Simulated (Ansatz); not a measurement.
# CH2OS: the cost of one run

Method: the settings change from run to run; program: Ansatz 0.2.0, Gaussian basis.

## (1) The molecule

The geometry comes from an earlier relaxation with PBE0-D4 in a triple-zeta def2 set; it is a stationary point.

5 atoms, charge 0, spin multiplicity 1.

Atoms are counted from 1 here; the program's logs count them from 0.

Bond lengths: O1–C2 1.332 Å, O1–H4 0.965 Å, C2–S3 1.605 Å, C2–H5 1.094 Å. Angles: C2–O1–H4 110.0°, O1–C2–S3 123.8°, O1–C2–H5 113.9°, S3–C2–H5 122.3°.

As a file:

```xyz
5
charge 0, multiplicity 1
O    -0.9581   -0.2741    0.0899
C     0.3482   -0.0150    0.0841
S     1.3792   -0.5932    1.1702
H    -1.3868    0.1731   -0.6499
H     0.6675    0.6355   -0.7358
```

## (2) BCCD(T)/aug-cc-pVDZ

This run has a grid of angular degree 11.

in.yaml reads:

```yaml
crystal:
  periodic: [false, false, false]
  atoms:
    - {symbol: O, position_ang: [-0.958142, -0.274054, 0.089890]}
    - {symbol: C, position_ang: [0.348212, -0.015020, 0.084096]}
    - {symbol: S, position_ang: [1.379182, -0.593167, 1.170248]}
    - {symbol: H, position_ang: [-1.386808, 0.173111, -0.649921]}
    - {symbol: H, position_ang: [0.667456, 0.635529, -0.735813]}
basis:
  gaussian: {orbitals: aug-cc-pVDZ, final_grid: {core_spheres: 5, valence_spheres: 4, degree: 11}}
hamiltonian: {xc: {name: HF}}
correlation: {method: bccd_t}
```

On the command line:

```console
$ ansatz run in.yaml --threads 2 --pin off --events-out ev --progress --plain --max-ram 4352MiB
```

What time and memory should one allow on 2 threads of Intel Xeon Platinum 8259CL at 2.50GHz, shared host?

About 3.3 s, with a peak of 0.37 GiB.
